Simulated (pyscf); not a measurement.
# Hydrogen abstraction: H₃C–NH–Si(NH₂)(NH₂)–NH₂ + H atom (H•) -> H₃C–NH–Si(NH•)(NH₂)–NH₂ + hydrogen (H₂)

Gas phase, doublet surface, charge 0. Bonds broken: N4–H11. Bonds formed: H11–H17. Structures and frequencies: ωB97X-D3(BJ)/def2-SVP in PySCF.

Transition state (Å):

```xyz
17

C     -0.9071     0.2607     2.5870
N     -0.2233    -0.5273     1.5808
Si     0.0151    -0.0960    -0.0688
N     -1.2982    -0.1784    -1.2671
N      0.3525     1.6042    -0.0444
N      1.1344    -1.2625    -0.6700
H     -1.9427    -0.0805     2.7797
H     -0.3704     0.2534     3.5532
H     -0.9622     1.3063     2.2484
H     -0.1410    -1.5136     1.8033
H     -1.7577    -1.4684    -1.2744
H     -2.1491     0.2941    -0.9412
H      0.3421     2.1300    -0.9117
H      1.0544     1.9659     0.5931
H      2.0274    -1.4191    -0.2174
H      1.1806    -1.4398    -1.6671
H     -2.1267    -2.2015    -0.9566
```

One imaginary mode, 1175i cm⁻¹; descent along it reached the two sides named.

```
bond     change  reactant side (Å)  saddle  product side
-------  ------  -----------------  ------  ------------
N4–H11   breaks              1.015   1.369         2.508
H11–H17   forms                3.1   0.880         0.764
```

Electronic energies relative to the separated reactants (eV):

| level | barrier | reaction energy | reverse barrier |
|---|---|---|---|
| ωB97X-D3(BJ)/def2-TZVP | 0.63 | +0.31 | 0.32 |
| PBE/def2-TZVP | 0.41 | +0.32 | 0.09 |
| r²SCAN/def2-TZVP | 0.35 | +0.16 | 0.19 |
| B3LYP-D3(BJ)/def2-TZVP | 0.39 | +0.16 | 0.23 |
| PBE0-D3(BJ)/def2-TZVP | 0.55 | +0.37 | 0.18 |
| M06-2X/def2-TZVP | 0.73 | +0.36 | 0.38 |
| ωB97M-D3(BJ)/def2-TZVP | 0.64 | +0.33 | 0.31 |
| HF/def2-TZVP | 1.06 | +0.09 | 0.97 |

With ωB97M-D3(BJ)/def2-TZVP energies and thermal terms (ideal gas, 1 atm, RRHO with modes under 100 cm⁻¹ raised to 100, one conformer, R ln 2 for chiral ones without a mode under 150 cm⁻¹), in eV:

| T (K) | ΔH‡ | ΔG‡ | ΔH | ΔG |
|---|---|---|---|---|
| 298 | 0.56 | 0.87 | +0.26 | +0.20 |
| 600 | 0.54 | 1.20 | +0.26 | +0.13 |
| 900 | 0.52 | 1.53 | +0.25 | +0.06 |
| 1200 | 0.52 | 1.87 | +0.23 | 0.00 |

H₃C–NH–Si(NH•)(NH₂)–NH₂ lies 0.33 eV over its isomer H₃C–N•–Si(NH₂)(NH₂)–NH₂ (electronic energy, ωB97M-D3(BJ)/def2-TZVP). One saddle was located; it need not be the lowest between these sides. The angle at the transferred H is 157°.
